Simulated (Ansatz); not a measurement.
**CH₄NSi− (SMILES [CH-]=N[SiH3]): single points off equilibrium**

One table from this session's results is given with a row withheld; the runs are named, their logs left out.

Method: single points in def2-TZVPPD; program: Ansatz 0.2.0, Gaussian basis.

Cores are frozen in the correlated methods.

## The starting structure

SMILES `[CH-]=N[SiH3]`, 7 atoms, charge -1, spin multiplicity 1.

Atoms are counted from 1 here; the program's logs count them from 0.

Bond lengths: C1–N2 1.492 Å, C1–H4 1.211 Å, N2–Si3 1.685 Å, Si3–H5 1.353 Å, Si3–H6 1.445 Å, Si3–H7 1.423 Å. Angles: N2–C1–H4 104.3°, C1–N2–Si3 142.4°, N2–Si3–H5 106.0°, N2–Si3–H6 127.4°, N2–Si3–H7 94.4°, H5–Si3–H6 109.7°, H5–Si3–H7 108.7°, H6–Si3–H7 108.9°.

Coordinates:

```
C    -0.9785   -1.9190    0.2344
N     0.0833   -0.9562   -0.1800
Si    0.4594    0.6858   -0.2101
H    -1.9630   -1.2309    0.3914
H     0.8510    0.9563   -1.4762
H    -0.3402    1.7776    0.2957
H     1.6172    0.5468    0.6047
```

Set-up of the first run:

File run/in.yaml:

```yaml
crystal:
  periodic: [false, false, false]
  atoms:
    - {symbol: C, position_ang: [-0.978500, -1.919000, 0.234400]}
    - {symbol: N, position_ang: [0.083300, -0.956200, -0.180000]}
    - {symbol: Si, position_ang: [0.459400, 0.685800, -0.210100]}
    - {symbol: H, position_ang: [-1.963000, -1.230900, 0.391400]}
    - {symbol: H, position_ang: [0.851000, 0.956300, -1.476200]}
    - {symbol: H, position_ang: [-0.340200, 1.777600, 0.295700]}
    - {symbol: H, position_ang: [1.617200, 0.546800, 0.604700]}
basis:
  gaussian: {orbitals: "def2-TZVPPD.json"}
total_charge: -1
correlation: {method: ccsd_t}
output: {forces: true}
```

The basis file named in the input lies beside it (Basis Set Exchange, JSON).

No record of the launch command was kept for these runs.

Among the steps run: CCSD(T)/def2-TZVPPD; PBE0-D4/def2-TZVPPD; wB97M-V/def2-TZVPPD; r2SCAN-D4/def2-TZVPPD; PBE-D4/def2-TZVPPD; B97M-V/def2-TZVPPD; wB97X-V/def2-TZVPPD.

One of the session's tables, all rows but one given; the rest of the session is left out.

```
   method  RMS force component (eV/Å)  angle to CCSD(T) forces (°)
  CCSD(T)                       2.146                    reference
  PBE0-D4                       2.367                          3.7
  wB97M-V                       2.335                          4.1
r2SCAN-D4                           ?                            ?
   PBE-D4                       2.231                          3.3
   B97M-V                       2.297                          4.7
  wB97X-V                       2.376                          3.7
```

Q: Estimate the row for r2SCAN-D4 from the others.

The run gave: RMS force component (eV/Å): 2.260; angle to CCSD(T) forces (°): 2.8. In the column «RMS force component (eV/Å)» it lies between PBE-D4 (2.231) and B97M-V (2.297).

To keep in mind: The anion's highest level is positive in at least one run, so there the basis alone may hold the extra electron.
